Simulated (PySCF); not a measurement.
Atom-mapped SMILES (the numbers label the heavy atoms): `[CH3:1][C:2]([CH3:3])([CH3:4])[CH:5]=[O:6]`. Hydrogens are named by the atom that carries them.

Level of theory: GFN2-xTB geometry, shielding tensors at PBE0/pcSseg-1 (GIAO), in PySCF 2.14.0 with density-fitted response routines (averaged over atoms made equivalent by symmetry, fast rotation or ring inversion, in vacuum, no relativistic terms, a single conformation).

Referencing at the same level of theory: 13C (σ = 186.93 ppm) and 1H (σ = 31.72 ppm) vs TMS; 17O (σ = 336.08 ppm) against H2O.

```tsv
atoms	nucleus	count	Hirshfeld charge	δ (ppm)
O6	17O	1	-0.22	?
H(C1)/H(C3)/H(C4)	1H	9	0.04	1.04
H(C5)	1H	1	0.04	9.81
C2	13C	1	0.01	?
C1/C3/C4	13C	3	-0.12	24.8
C5	13C	1	0.14	211.2
```

Fill in the missing shifts.

Answers


- C2: 44.5 ppm, quaternary sp3 carbon α to a carbonyl; α to the electron-withdrawing carbonyl group
- O6: 667.4 ppm, aldehyde oxygen

Shifts are as computed. Against solution values, carbons near 30 ppm lie about +3 ppm off and those near 130 ppm about +5 ppm. Of 1211 compounds with measured shifts, 218 miss one by over three times the rms of a fit or turn the order of signals round; such compounds aren't used in these exercises. Unscaled 17O shifts of doubly bonded oxygen tend to come out too high, by tens of ppm or more. Experimental scales use liquid or dissolved standards, which lie at an offset from isolated H2O (liquid H2O: subtract about 36 ppm).
